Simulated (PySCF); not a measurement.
**Atomic charges by several schemes**

AlH2F.
Cartesian coordinates in Å at the PBE0-D3(BJ)/def2-SVP level; atoms count from 1:
```
atom  x, y, z in Å
Al1    0.0310    0.0513   -0.0018
H2     1.6061   -0.0665    0.0169
H3    -0.8068    1.3903   -0.0194
F4    -0.8303   -1.3752    0.0042
```

Density: PBE0/pcSseg-1 (pcSseg-2 on Al) (PySCF); schemes: Mulliken, IAO, Hirshfeld and ESP-fitted. Isolated species at its PBE0-D3(BJ)/def2-SVP geometry, gas phase.

Task: Atoms with like bonding are taken together and averaged. Which atoms carry the lowest charge in the Mulliken, IAO, Hirshfeld and ESP-fitted schemes?

Result: All schemes agree: Mulliken F4 (-0.453); IAO F4 (-0.577); Hirshfeld F4 (-0.311); ESP-fitted F4 (-0.460).

Task: At which atom do the 4 schemes differ most?

Result: At Al1: from +0.624 (Hirshfeld) to +1.089 e (ESP-fitted), 0.465 e apart.

Task: Which atoms carry the highest charge in the Mulliken, IAO, Hirshfeld and ESP-fitted schemes?

Result: All schemes agree: Mulliken Al1 (+0.857); IAO Al1 (+1.017); Hirshfeld Al1 (+0.624); ESP-fitted Al1 (+1.089).

Task: Tabulate the Mulliken, IAO, Hirshfeld and ESP-fitted charges.

Result: In e; atoms taken as equivalent share a row and are averaged (×n: the atom named and its like, n in all):

```csv
atom,environment,Mulliken,IAO,Hirshfeld,ESP-fitted
Al1,aluminium bonded to F and 2 H,+0.857,+1.017,+0.624,+1.089
H2/H3,hydrogen on Al1,-0.202,-0.220,-0.157,-0.314
F4,fluorine bonded to Al,-0.453,-0.577,-0.311,-0.460
```

Mean size of the charges over all atoms: ESP-fitted 0.544 e, IAO 0.508 e, Mulliken 0.428 e, Hirshfeld 0.312 e. Each set sums to the total charge, 0, to within 0.001 e. The Hirshfeld scheme weights the molecular density at each point by an atom's share of the summed free-atom densities.

Task: How many electrons does the Hirshfeld scheme count on F4?

Result: Z − q = 9 − (-0.311) = 9.311.

Task: Sum the charges by element, for elements with more than one atom.

Result: 
| element | atoms | Mulliken | IAO | Hirshfeld | ESP-fitted |
| --- | --- | --- | --- | --- | --- |
| H | 2 | -0.404 | -0.440 | -0.313 | -0.629 |
